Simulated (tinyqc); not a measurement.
Inside a calculation (part 1 of 2). Method: RHF in the sto-3g basis, for CH3+, spin multiplicity 1. Computed by tinyqc, a small Python program that keeps every step (integrals from PySCF). Settings: charge = 1, multiplicity = 1, basis = sto-3g, energy threshold = 1e-08, iteration cap = 85, orthogonalisation = symmetric, start = random, DIIS depth = 6, DIIS from iteration = 3, damping = 0.3, method = RHF. Command: `OMP_NUM_THREADS=1 python tinyqc.py 26784 26785 out.jsonl` (the two numbers bound the seeds that draw the settings). One thread of a shared host (Intel(R) Xeon(R) Processor @ 2.60GHz), about 0.07 s of CPU time with the checks. Later iterations appear only in the table of the cycle.

## One-electron integrals

Geometry (angstrom):

| atom | x | y | z |
|---|---|---|---|
| C | 0.00000 | 0.00000 | 0.07100 |
| H | 1.14000 | 0.00000 | 0.00000 |
| H | -0.57000 | 0.98800 | 0.00000 |
| H | -0.57000 | -0.98800 | 0.00000 |

Basis sto-3g: exponents (1/bohr^2) and contraction coefficients of normalised primitives:

| element | l (shell) | exponent | coefficient |
|---|---|---|---|
| C | s (1) | 71.61684 | 0.15433 |
| C | s (1) | 13.04510 | 0.53533 |
| C | s (1) | 3.53051 | 0.44463 |
| C | s (2) | 2.94125 | -0.09997 |
| C | s (2) | 0.68348 | 0.39951 |
| C | s (2) | 0.22229 | 0.70012 |
| C | p (3) | 2.94125 | 0.15592 |
| C | p (3) | 0.68348 | 0.60768 |
| C | p (3) | 0.22229 | 0.39196 |
| H | s (1) | 3.42525 | 0.15433 |
| H | s (1) | 0.62391 | 0.53533 |
| H | s (1) | 0.16886 | 0.44463 |

Overlap, kinetic and nuclear-attraction integrals over the contracted functions; the nuclear repulsion is the sum of Za Zb / Rab.

nuclear repulsion = 9.1399017 hartree

overlap S:
```
          1C 1s    1C 2s    1C 2px    1C 2py    1C 2pz     2H 1s     3H 1s     4H 1s
1C 1s   1.00000  0.24836   0.00000   0.00000   0.00000   0.05514   0.05505   0.05505
1C 2s   0.24836  1.00000   0.00000   0.00000   0.00000   0.46113   0.46078   0.46078
1C 2px  0.00000  0.00000   1.00000   0.00000   0.00000   0.44793  -0.22373  -0.22373
1C 2py  0.00000  0.00000   0.00000   1.00000   0.00000   0.00000   0.38779  -0.38779
1C 2pz  0.00000  0.00000   0.00000   0.00000   1.00000  -0.02790  -0.02787  -0.02787
2H 1s   0.05514  0.46113   0.44793   0.00000  -0.02790   1.00000   0.12421   0.12421
3H 1s   0.05505  0.46078  -0.22373   0.38779  -0.02787   0.12421   1.00000   0.12399
4H 1s   0.05505  0.46078  -0.22373  -0.38779  -0.02787   0.12421   0.12399   1.00000
```

kinetic energy T (hartree):
```
           1C 1s     1C 2s    1C 2px    1C 2py    1C 2pz     2H 1s     3H 1s     4H 1s
1C 1s   15.89112  -0.08589   0.00000   0.00000   0.00000  -0.01183  -0.01184  -0.01184
1C 2s   -0.08589   0.47225   0.00000   0.00000   0.00000   0.09063   0.09044   0.09044
1C 2px   0.00000   0.00000   1.47773   0.00000   0.00000   0.22962  -0.11457  -0.11457
1C 2py   0.00000   0.00000   0.00000   1.47773   0.00000   0.00000   0.19858  -0.19858
1C 2pz   0.00000   0.00000   0.00000   0.00000   1.47773  -0.01430  -0.01427  -0.01427
2H 1s   -0.01183   0.09063   0.22962   0.00000  -0.01430   0.76003  -0.00979  -0.00979
3H 1s   -0.01184   0.09044  -0.11457   0.19858  -0.01427  -0.00979   0.76003  -0.00980
4H 1s   -0.01184   0.09044  -0.11457  -0.19858  -0.01427  -0.00979  -0.00980   0.76003
```

nuclear attraction V (hartree):
```
            1C 1s     1C 2s    1C 2px    1C 2py    1C 2pz     2H 1s     3H 1s     4H 1s
1C 1s   -35.04211  -4.53730  -0.00003   0.00000   0.00287  -1.02361  -1.02208  -1.02208
1C 2s    -4.53730  -6.54836  -0.00022   0.00000   0.03008  -2.53022  -2.52773  -2.52773
1C 2px   -0.00003  -0.00022  -6.56366   0.00000   0.00002  -2.27287   1.13486   1.13486
1C 2py    0.00000   0.00000   0.00000  -6.56366   0.00000   0.00000  -1.96720   1.96720
1C 2pz    0.00287   0.03008   0.00002   0.00000  -6.39159   0.14830   0.14810   0.14810
2H 1s    -1.02361  -2.53022  -2.27287   0.00000   0.14830  -4.49327  -0.62307  -0.62307
3H 1s    -1.02208  -2.52773   1.13486  -1.96720   0.14810  -0.62307  -4.49174  -0.62194
4H 1s    -1.02208  -2.52773   1.13486   1.96720   0.14810  -0.62307  -0.62194  -4.49174
```

core Hamiltonian H = T + V (hartree):
```
            1C 1s     1C 2s    1C 2px    1C 2py    1C 2pz     2H 1s     3H 1s     4H 1s
1C 1s   -19.15099  -4.62319  -0.00003   0.00000   0.00287  -1.03544  -1.03392  -1.03392
1C 2s    -4.62319  -6.07611  -0.00022   0.00000   0.03008  -2.43960  -2.43729  -2.43729
1C 2px   -0.00003  -0.00022  -5.08593   0.00000   0.00002  -2.04325   1.02030   1.02030
1C 2py    0.00000   0.00000   0.00000  -5.08593   0.00000   0.00000  -1.76862   1.76862
1C 2pz    0.00287   0.03008   0.00002   0.00000  -4.91386   0.13400   0.13383   0.13383
2H 1s    -1.03544  -2.43960  -2.04325   0.00000   0.13400  -3.73324  -0.63286  -0.63286
3H 1s    -1.03392  -2.43729   1.02030  -1.76862   0.13383  -0.63286  -3.73171  -0.63174
4H 1s    -1.03392  -2.43729   1.02030   1.76862   0.13383  -0.63286  -0.63174  -3.73171
```

## Two-electron integrals

Functions are numbered as in S; the eight-fold symmetry (ij|kl) = (ji|kl) = (kl|ij) leaves the list below.

Two-electron integrals (ij|kl) in chemists' order, unique and non-zero (hartree):
```
(11|11) 3.54195     (21|11) 0.57692     (21|21) 0.11189     (22|11) 0.85468
(22|21) 0.20528     (22|22) 0.62471     (31|31) 0.02030     (32|31) 0.03086
(32|32) 0.13800     (33|11) 0.85244     (33|21) 0.20534     (33|22) 0.62457
(33|33) 0.67283     (41|41) 0.02030     (42|41) 0.03086     (42|42) 0.13800
(43|43) 0.03627     (44|11) 0.85244     (44|21) 0.20534     (44|22) 0.62457
(44|33) 0.60030     (44|44) 0.67283     (51|51) 0.02030     (52|51) 0.03086
(52|52) 0.13800     (53|53) 0.03627     (54|54) 0.03627     (55|11) 0.85244
(55|21) 0.20534     (55|22) 0.62457     (55|33) 0.60030     (55|44) 0.60030
(55|55) 0.67283     (61|11) 0.12891     (61|21) 0.02485     (61|22) 0.04550
(61|31) 0.00152     (61|32) 0.00283     (61|33) 0.04583     (61|44) 0.04535
(61|51) -0.00009    (61|52) -0.00018    (61|53) -3.01e-05   (61|55) 0.04535
(61|61) 0.00564     (62|11) 0.30641     (62|21) 0.07457     (62|22) 0.24933
(62|31) 0.00709     (62|32) 0.04864     (62|33) 0.26094     (62|44) 0.24338
(62|51) -0.00044    (62|52) -0.00303    (62|53) -0.00109    (62|55) 0.24345
(62|61) 0.01727     (62|62) 0.12996     (63|11) 0.25945     (63|21) 0.06396
(63|22) 0.22677     (63|31) 0.01292     (63|32) 0.08117     (63|33) 0.24936
(63|44) 0.21533     (63|51) -0.00033    (63|52) -0.00256    (63|53) -0.00153
(63|55) 0.21538     (63|61) 0.01552     (63|62) 0.14043     (63|63) 0.16507
(64|41) 0.00762     (64|42) 0.04006     (64|43) 0.00954     (64|54) -0.00059
(64|64) 0.01607     (65|11) -0.01616    (65|21) -0.00398    (65|22) -0.01412
(65|31) -0.00033    (65|32) -0.00256    (65|33) -0.01434    (65|44) -0.01341
(65|51) 0.00764     (65|52) 0.04022     (65|53) 0.00960     (65|55) -0.01460
(65|61) -0.00097    (65|62) -0.00875    (65|63) -0.00928    (65|65) 0.01665
(66|11) 0.45460     (66|21) 0.11252     (66|22) 0.42737     (66|31) 0.01357
(66|32) 0.12458     (66|33) 0.47207     (66|44) 0.40464     (66|51) -0.00085
(66|52) -0.00776    (66|53) -0.00420    (66|55) 0.40490     (66|61) 0.02646
(66|62) 0.28044     (66|63) 0.33488     (66|65) -0.02086    (66|66) 0.77461
(71|11) 0.12872     (71|21) 0.02481     (71|22) 0.04544     (71|31) -0.00076
(71|32) -0.00141    (71|33) 0.04540     (71|41) 0.00131     (71|42) 0.00244
(71|43) -0.00021    (71|44) 0.04564     (71|51) -0.00009    (71|52) -0.00018
(71|53) 1.50e-05    (71|54) -2.60e-05   (71|55) 0.04528     (71|61) 0.00545
(71|62) 0.01617     (71|63) 0.01355     (71|64) 0.00058     (71|65) -0.00091
(71|66) 0.02426     (71|71) 0.00563     (72|11) 0.30611     (72|21) 0.07449
(72|22) 0.24910     (72|31) -0.00354    (72|32) -0.02429    (72|33) 0.24754
(72|41) 0.00613     (72|42) 0.04210     (72|43) -0.00759    (72|44) 0.25632
(72|51) -0.00044    (72|52) -0.00303    (72|53) 0.00055     (72|54) -0.00095
(72|55) 0.24322     (72|61) 0.01618     (72|62) 0.09266     (72|63) 0.07836
(72|64) 0.01096     (72|65) -0.00606    (72|66) 0.15586     (72|71) 0.01723
(72|72) 0.12975     (73|11) -0.12955    (73|21) -0.03194    (73|22) -0.11324
(73|31) 0.00893     (73|32) 0.05028     (73|33) -0.11892    (73|41) -0.00229
(73|42) -0.01778    (73|43) 0.01149     (73|44) -0.11313    (73|51) 0.00016
(73|52) 0.00128     (73|53) -0.00083    (73|54) 0.00040     (73|55) -0.10756
(73|61) -0.00627    (73|62) -0.02968    (73|63) -0.01541    (73|64) -0.00259
(73|65) 0.00191     (73|66) -0.04073    (73|71) -0.00774    (73|72) -0.07008
(73|73) 0.05320     (74|11) 0.22456     (74|21) 0.05536     (74|22) 0.19629
(74|31) -0.00229    (74|32) -0.01778    (74|33) 0.18962     (74|41) 0.01159
(74|42) 0.07084     (74|43) -0.01037    (74|44) 0.21261     (74|51) -0.00029
(74|52) -0.00222    (74|53) 0.00040     (74|54) -0.00129    (74|55) 0.18643
(74|61) 0.01203     (74|62) 0.07337     (74|63) 0.06169     (74|64) 0.01869
(74|65) -0.00470    (74|66) 0.12389     (74|71) 0.01341     (74|72) 0.12147
(74|73) -0.06442    (74|74) 0.12769     (75|11) -0.01614    (75|21) -0.00398
(75|22) -0.01411    (75|31) 0.00016     (75|32) 0.00128     (75|33) -0.01363
(75|41) -0.00029    (75|42) -0.00222    (75|43) 0.00040     (75|44) -0.01409
(75|51) 0.00763     (75|52) 0.04018     (75|53) -0.00479    (75|54) 0.00831
(75|55) -0.01458    (75|61) -0.00091    (75|62) -0.00606    (75|63) -0.00502
(75|64) -0.00070    (75|65) 0.01108     (75|66) -0.01082    (75|71) -0.00096
(75|72) -0.00873    (75|73) 0.00463     (75|74) -0.00802    (75|75) 0.01661
(76|11) 0.07423     (76|21) 0.01812     (76|22) 0.06262     (76|31) 0.00072
(76|32) 0.00523     (76|33) 0.06317     (76|41) 0.00124     (76|42) 0.00907
(76|43) 0.00036     (76|44) 0.06359     (76|51) -0.00018    (76|52) -0.00130
(76|53) -0.00017    (76|54) -0.00030    (76|55) 0.06103     (76|61) 0.00409
(76|62) 0.02912     (76|63) 0.02916     (76|64) 0.00314     (76|65) -0.00215
(76|66) 0.05857     (76|71) 0.00409     (76|72) 0.02910     (76|73) -0.01185
(76|74) 0.02681     (76|75) -0.00215    (76|76) 0.00799     (77|11) 0.45437
(77|21) 0.11247     (77|22) 0.42720     (77|31) -0.00677    (77|32) -0.06222
(77|33) 0.42131     (77|41) 0.01174     (77|42) 0.10786     (77|43) -0.02918
(77|44) 0.45505     (77|51) -0.00084    (77|52) -0.00775    (77|53) 0.00210
(77|54) -0.00363    (77|55) 0.40474     (77|61) 0.02428     (77|62) 0.15595
(77|63) 0.12771     (77|64) 0.02665     (77|65) -0.01083    (77|66) 0.26696
(77|71) 0.02641     (77|72) 0.28018     (77|73) -0.16722    (77|74) 0.28985
(77|75) -0.02083    (77|76) 0.05857     (77|77) 0.77461     (81|11) 0.12872
(81|21) 0.02481     (81|22) 0.04544     (81|31) -0.00076    (81|32) -0.00141
(81|33) 0.04540     (81|41) -0.00131    (81|42) -0.00244    (81|43) 0.00021
(81|44) 0.04564     (81|51) -0.00009    (81|52) -0.00018    (81|53) 1.50e-05
(81|54) 2.60e-05    (81|55) 0.04528     (81|61) 0.00545     (81|62) 0.01617
(81|63) 0.01355     (81|64) -0.00058    (81|65) -0.00091    (81|66) 0.02426
(81|71) 0.00544     (81|72) 0.01615     (81|73) -0.00726    (81|74) 0.01144
(81|75) -0.00090    (81|76) 0.00388     (81|77) 0.02424     (81|81) 0.00563
(82|11) 0.30611     (82|21) 0.07449     (82|22) 0.24910     (82|31) -0.00354
(82|32) -0.02429    (82|33) 0.24754     (82|41) -0.00613    (82|42) -0.04210
(82|43) 0.00759     (82|44) 0.25632     (82|51) -0.00044    (82|52) -0.00303
(82|53) 0.00055     (82|54) 0.00095     (82|55) 0.24322     (82|61) 0.01618
(82|62) 0.09266     (82|63) 0.07836     (82|64) -0.01096    (82|65) -0.00606
(82|66) 0.15586     (82|71) 0.01615     (82|72) 0.09256     (82|73) -0.04860
(82|74) 0.06235     (82|75) -0.00605    (82|76) 0.02214     (82|77) 0.15578
(82|81) 0.01723     (82|82) 0.12975     (83|11) -0.12955    (83|21) -0.03194
(83|22) -0.11324    (83|31) 0.00893     (83|32) 0.05028     (83|33) -0.11892
(83|41) 0.00229     (83|42) 0.01778     (83|43) -0.01149    (83|44) -0.11313
(83|51) 0.00016     (83|52) 0.00128     (83|53) -0.00083    (83|54) -0.00040
(83|55) -0.10756    (83|61) -0.00627    (83|62) -0.02968    (83|63) -0.01541
(83|64) 0.00259     (83|65) 0.00191     (83|66) -0.04073    (83|71) -0.00726
(83|72) -0.04860    (83|73) 0.03568     (83|74) -0.03210    (83|75) 0.00311
(83|76) -0.00893    (83|77) -0.08680    (83|81) -0.00774    (83|82) -0.07008
(83|83) 0.05320     (84|11) -0.22456    (84|21) -0.05536    (84|22) -0.19629
(84|31) 0.00229     (84|32) 0.01778     (84|33) -0.18962    (84|41) 0.01159
(84|42) 0.07084     (84|43) -0.01037    (84|44) -0.21261    (84|51) 0.00029
(84|52) 0.00222     (84|53) -0.00040    (84|54) -0.00129    (84|55) -0.18643
(84|61) -0.01203    (84|62) -0.07337    (84|63) -0.06169    (84|64) 0.01869
(84|65) 0.00470     (84|66) -0.12389    (84|71) -0.01144    (84|72) -0.06235
(84|73) 0.03210     (84|74) -0.03248    (84|75) 0.00400     (84|76) -0.01548
(84|77) -0.09722    (84|81) -0.01341    (84|82) -0.12147    (84|83) 0.06442
(84|84) 0.12769     (85|11) -0.01614    (85|21) -0.00398    (85|22) -0.01411
(85|31) 0.00016     (85|32) 0.00128     (85|33) -0.01363    (85|41) 0.00029
(85|42) 0.00222     (85|43) -0.00040    (85|44) -0.01409    (85|51) 0.00763
(85|52) 0.04018     (85|53) -0.00479    (85|54) -0.00831    (85|55) -0.01458
(85|61) -0.00091    (85|62) -0.00606    (85|63) -0.00502    (85|64) 0.00070
(85|65) 0.01108     (85|66) -0.01082    (85|71) -0.00090    (85|72) -0.00605
(85|73) 0.00311     (85|74) -0.00400    (85|75) 0.01107     (85|76) -0.00159
(85|77) -0.01081    (85|81) -0.00096    (85|82) -0.00873    (85|83) 0.00463
(85|84) 0.00802     (85|85) 0.01661     (86|11) 0.07423     (86|21) 0.01812
(86|22) 0.06262     (86|31) 0.00072     (86|32) 0.00523     (86|33) 0.06317
(86|41) -0.00124    (86|42) -0.00907    (86|43) -0.00036    (86|44) 0.06359
(86|51) -0.00018    (86|52) -0.00130    (86|53) -0.00017    (86|54) 0.00030
(86|55) 0.06103     (86|61) 0.00409     (86|62) 0.02912     (86|63) 0.02916
(86|64) -0.00314    (86|65) -0.00215    (86|66) 0.05857     (86|71) 0.00388
(86|72) 0.02214     (86|73) -0.00893    (86|74) 0.01548     (86|75) -0.00159
(86|76) 0.00634     (86|77) 0.03679     (86|81) 0.00409     (86|82) 0.02910
(86|83) -0.01185    (86|84) -0.02681    (86|85) -0.00215    (86|86) 0.00799
(87|11) 0.07410     (87|21) 0.01809     (87|22) 0.06250     (87|31) -0.00143
(87|32) -0.01044    (87|33) 0.06368     (87|44) 0.06285     (87|51) -0.00018
(87|52) -0.00130    (87|53) 0.00035     (87|55) 0.06092     (87|61) 0.00388
(87|62) 0.02212     (87|63) 0.01786     (87|65) -0.00159    (87|66) 0.03674
(87|71) 0.00408     (87|72) 0.02905     (87|73) -0.01725    (87|74) 0.02363
(87|75) -0.00215    (87|76) 0.00633     (87|77) 0.05845     (87|81) 0.00408
(87|82) 0.02905     (87|83) -0.01725    (87|84) -0.02363    (87|85) -0.00215
(87|86) 0.00633     (87|87) 0.00796     (88|11) 0.45437     (88|21) 0.11247
(88|22) 0.42720     (88|31) -0.00677    (88|32) -0.06222    (88|33) 0.42131
(88|41) -0.01174    (88|42) -0.10786    (88|43) 0.02918     (88|44) 0.45505
(88|51) -0.00084    (88|52) -0.00775    (88|53) 0.00210     (88|54) 0.00363
(88|55) 0.40474     (88|61) 0.02428     (88|62) 0.15595     (88|63) 0.12771
(88|64) -0.02665    (88|65) -0.01083    (88|66) 0.26696     (88|71) 0.02424
(88|72) 0.15578     (88|73) -0.08680    (88|74) 0.09722     (88|75) -0.01081
(88|76) 0.03679     (88|77) 0.26681     (88|81) 0.02641     (88|82) 0.28018
(88|83) -0.16722    (88|84) -0.28985    (88|85) -0.02083    (88|86) 0.05857
(88|87) 0.05845     (88|88) 0.77461
```

## Orthogonalisation

S = U s U^T; symmetric (Loewdin) form X = U s^(-1/2) U^T, so that X^T S X = 1.

eigenvalues of S: 0.29122  0.38594  0.38609  0.96236  1.00545  1.48977  1.48992  1.98925

X:
```
           1C 1s     1C 2s    1C 2px    1C 2py    1C 2pz     2H 1s     3H 1s     4H 1s
1C 1s    1.02823  -0.16350  -0.00002   0.00000   0.00202   0.02498   0.02497   0.02497
1C 2s   -0.16350   1.37434   0.00029   0.00000  -0.02069  -0.31150  -0.31106  -0.31106
1C 2px  -0.00002   0.00029   1.16999   0.00000  -0.00002  -0.32079   0.16015   0.16015
1C 2py   0.00000   0.00000   0.00000   1.16994   0.00000   0.00000  -0.27758   0.27758
1C 2pz   0.00202  -0.02069  -0.00002   0.00000   1.00122   0.01848   0.01845   0.01845
2H 1s    0.02498  -0.31150  -0.32079   0.00000   0.01848   1.23117  -0.02796  -0.02796
3H 1s    0.02497  -0.31106   0.16015  -0.27758   0.01845  -0.02796   1.23073  -0.02796
4H 1s    0.02497  -0.31106   0.16015   0.27758   0.01845  -0.02796  -0.02796   1.23073
```

## Starting guess

The start is random orthonormal orbitals; D = 2 C_occ C_occ^T.

D at the start:
```
           1C 1s     1C 2s    1C 2px    1C 2py    1C 2pz     2H 1s     3H 1s     4H 1s
1C 1s    1.87862  -1.66096   0.02721  -0.03753  -0.18847   0.47251   0.57239   0.38776
1C 2s   -1.66096   1.67214  -0.01074   0.19064  -0.31524  -0.61555  -1.00608  -0.21608
1C 2px   0.02721  -0.01074   1.34360   0.29004  -0.37436   0.26617   0.49233   0.82460
1C 2py  -0.03753   0.19064   0.29004   0.33743  -0.33404   0.20820  -0.65941  -0.01728
1C 2pz  -0.18847  -0.31524  -0.37436  -0.33404   1.31703   0.56399   0.74505  -0.73159
2H 1s    0.47251  -0.61555   0.26617   0.20820   0.56399   0.99556  -0.00621  -0.41647
3H 1s    0.57239  -1.00608   0.49233  -0.65941   0.74505  -0.00621   2.47282   0.77251
4H 1s    0.38776  -0.21608   0.82460  -0.01728  -0.73159  -0.41647   0.77251   1.13852
```

## Iteration 1: building the Fock matrix

J_ij = sum D_kl (ij|kl), K_ij = sum D_kl (ik|jl); F = H + J - 0.5 K; E = tr D H + tr D J / 2 - 0.25 tr D K + E_nn.

Coulomb J (hartree):
```
           1C 1s     1C 2s    1C 2px    1C 2py    1C 2pz     2H 1s     3H 1s     4H 1s
1C 1s    9.60087   1.87329   0.01955   0.00590  -0.02032   0.41925   0.41602   0.41520
1C 2s    1.87329   4.62113   0.07254   0.06211  -0.07334   1.90561   1.90927   1.83682
1C 2px   0.01955   0.07254   4.66096   0.00588  -0.01587   1.77858  -0.87084  -0.82889
1C 2py   0.00590   0.06211   0.00588   4.60985  -0.00208   0.02272   1.55420  -1.44230
1C 2pz  -0.02032  -0.07334  -0.01587  -0.00208   4.57686  -0.13152  -0.12708  -0.12541
2H 1s    0.41925   1.90561   1.77858   0.02272  -0.13152   3.48125   0.48470   0.47010
3H 1s    0.41602   1.90927  -0.87084   1.55420  -0.12708   0.48470   3.63514   0.47118
4H 1s    0.41520   1.83682  -0.82889  -1.44230  -0.12541   0.47010   0.47118   3.29863
```

exchange K (hartree):
```
           1C 1s     1C 2s    1C 2px    1C 2py    1C 2pz    2H 1s     3H 1s     4H 1s
1C 1s    5.28995   0.24890   0.08086   0.00405  -0.22870  0.08930   0.08028   0.06136
1C 2s    0.24890   0.85124   0.28489  -0.00240  -0.13694  0.50678   0.47443   0.46475
1C 2px   0.08086   0.28489   1.16456   0.21493  -0.12306  0.80691  -0.14348  -0.14172
1C 2py   0.00405  -0.00240   0.21493   0.41204   0.07262  0.15107   0.21068  -0.29069
1C 2pz  -0.22870  -0.13694  -0.12306   0.07262   1.03688  0.01138   0.12367  -0.24696
2H 1s    0.08930   0.50678   0.80691   0.15107   0.01138  1.03448   0.13583   0.05309
3H 1s    0.08028   0.47443  -0.14348   0.21068   0.12367  0.13583   1.16378   0.25804
4H 1s    0.06136   0.46475  -0.14172  -0.29069  -0.24696  0.05309   0.25804   0.81735
```

Fock matrix F (hartree):
```
            1C 1s     1C 2s    1C 2px    1C 2py    1C 2pz     2H 1s     3H 1s     4H 1s
1C 1s   -12.19509  -2.87435  -0.02090   0.00387   0.09690  -0.66085  -0.65804  -0.64940
1C 2s    -2.87435  -1.88059  -0.07013   0.06331   0.02521  -0.78738  -0.76523  -0.83285
1C 2px   -0.02090  -0.07013  -1.00725  -0.10158   0.04567  -0.66812   0.22119   0.26227
1C 2py    0.00387   0.06331  -0.10158  -0.68211  -0.03839  -0.05282  -0.31975   0.47167
1C 2pz    0.09690   0.02521   0.04567  -0.03839  -0.85544  -0.00321  -0.05508   0.13190
2H 1s    -0.66085  -0.78738  -0.66812  -0.05282  -0.00321  -0.76923  -0.21608  -0.18930
3H 1s    -0.65804  -0.76523   0.22119  -0.31975  -0.05508  -0.21608  -0.67845  -0.28958
4H 1s    -0.64940  -0.83285   0.26227   0.47167   0.13190  -0.18930  -0.28958  -0.84175
```

total energy of this density = -28.3832595 hartree

This density is the starting one.
